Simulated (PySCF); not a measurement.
# Predicted spectroscopic data

- geometry from GFN2-xTB
- NMR shieldings at PBE0/pcSseg-1/GIAO
- code: PySCF 2.14
- single conformer, relativity neglected, no solvent, rapidly exchanging positions averaged

Shifts are taken against calculated references (same method and geometry level): 1H (31.72 ppm), 13C (186.93 ppm) against TMS. Where no couplings were computed, multiplicities follow the n + 1 count of equivalent neighbours, and m marks all less simple cases (inequivalent or close neighbours, rings, F or P nearby). Shifts are as computed. Against solution values, carbons near 30 ppm lie about +3 ppm off and those near 130 ppm about +5 ppm. Of 1313 compounds with measured shifts, 239 miss one by over three times the rms of a fit or turn the order of signals round; such compounds aren't used in these exercises.

Compound 1 (C₄H₅N). 1H NMR (500 MHz, computed): δ 6.15 (m, 1H), 6.06 (m, 1H), 2.08 (s, 3H). 13C{1H} NMR (computed): δ 139.2 (CH2), 126.7 (C), 123.8 (C), 24.9 (CH3). Structure: methacrylonitrile.

Compound 2 (C₄H₅N). 1H NMR (500 MHz, computed): δ 8.05 (d, 1H), 7.62 (d, 1H), 4.98 (d, 2H), 2.05 (t, 1H). 13C{1H} NMR (computed): δ 156.2 (CH2), 86.1 (CH), 80.7 (C), 50.1 (CH2). Structure: SMILES N(CC#C)=C.
